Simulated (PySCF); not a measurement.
H₂O.

```xyz
3

O      0.0000     0.0000    -0.1180
H      0.0000    -0.7639     0.4721
H      0.0000     0.7639     0.4721
```
Charge 0, spin multiplicity 1.

The structure is a stationary point at TPSSh-D3(BJ)/def2-TZVPD.

Method: HF/pcSseg-2 in PySCF. Non-relativistic, no solvent.

Computed absolute GIAO shielding of each atom: isotropic value and principal components (ppm):
```json
[
 {"atom": "O1", "σ(iso)": "324.7", "σ11": "302.9", "σ22": "311.2", "σ33": "360.1", "span": "57.2"},
 {"atom": "H2", "σ(iso)": "30.2", "σ11": "22.8", "σ22": "24.2", "σ33": "43.8", "span": "21.1"},
 {"atom": "H3", "σ(iso)": "30.2", "σ11": "22.8", "σ22": "24.2", "σ33": "43.8", "span": "21.1"}
]
```
